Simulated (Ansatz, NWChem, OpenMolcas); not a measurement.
## NaLi (lithium sodium): the energy, rung by rung

The species is NaLi (2 atoms), meant as a singlet with charge 0. As SMILES, `[Li][Na]`. Geometry: the measured bond length.

```xyz
2

Li    0.0000    0.0000    0.0000
Na    0.0000    0.0000    2.8100
```

Quantity: the energy change with the Li1–Na2 bond stretched from 2.810 to 6.182 Å, in eV. The values are calculated.

```json
{"level": "BLYP/cc-pVTZ (restricted)", "kind": "GGA", "program": "Ansatz", "value (eV)": "0.97", "less CCSD(T)/cc-pVTZ": "+0.12", "CPU time (all runs)": "10 s"}
{"level": "M06-L/cc-pVTZ (restricted)", "kind": "meta-GGA", "program": "OpenMolcas", "value (eV)": "1.11", "less CCSD(T)/cc-pVTZ": "+0.26", "CPU time (all runs)": "20 s"}
{"level": "r2SCAN0/cc-pVTZ (restricted)", "kind": "hybrid meta-GGA", "program": "Ansatz", "value (eV)": "1.24", "less CCSD(T)/cc-pVTZ": "+0.39", "CPU time (all runs)": "22 s"}
{"level": "wB97M-V/cc-pVTZ (restricted)", "kind": "range-separated hybrid", "program": "Ansatz", "value (eV)": "1.54", "less CCSD(T)/cc-pVTZ": "+0.69", "CPU time (all runs)": "65 s"}
{"level": "MP3/cc-pVTZ (restricted)", "kind": "perturbation theory", "program": "NWChem", "value (eV)": "1.14", "less CCSD(T)/cc-pVTZ": "+0.29", "CPU time (all runs)": "49 s"}
{"level": "BCCD(T)/cc-pVTZ (restricted)", "kind": "coupled cluster or CI", "program": "Ansatz", "value (eV)": "0.85", "less CCSD(T)/cc-pVTZ": "0.00", "CPU time (all runs)": "5.7 s"}
{"level": "CCSD(T)/cc-pVTZ (restricted)", "kind": "coupled cluster or CI", "program": "Ansatz", "value (eV)": "0.85", "less CCSD(T)/cc-pVTZ": "0.00", "CPU time (all runs)": "4 s"}
{"level": "CR-CCSD(T)/cc-pVTZ (restricted)", "kind": "coupled cluster or CI", "program": "NWChem", "value (eV)": "0.87", "less CCSD(T)/cc-pVTZ": "+0.02", "CPU time (all runs)": "99 s"}
```

Differences are taken from CCSD(T)/cc-pVTZ (restricted) for orientation; it has basis-set and higher-order errors of its own. Its T1 diagnostic reaches 0.047, a sign that one reference may not serve. At this stretch a single reference begins to fail. The first shape isn't each level's own minimum. The values span 0.85 to 1.54 eV. Times are those of the runs behind each value, whatever else they computed, on shared processors of several kinds: orders of magnitude only.
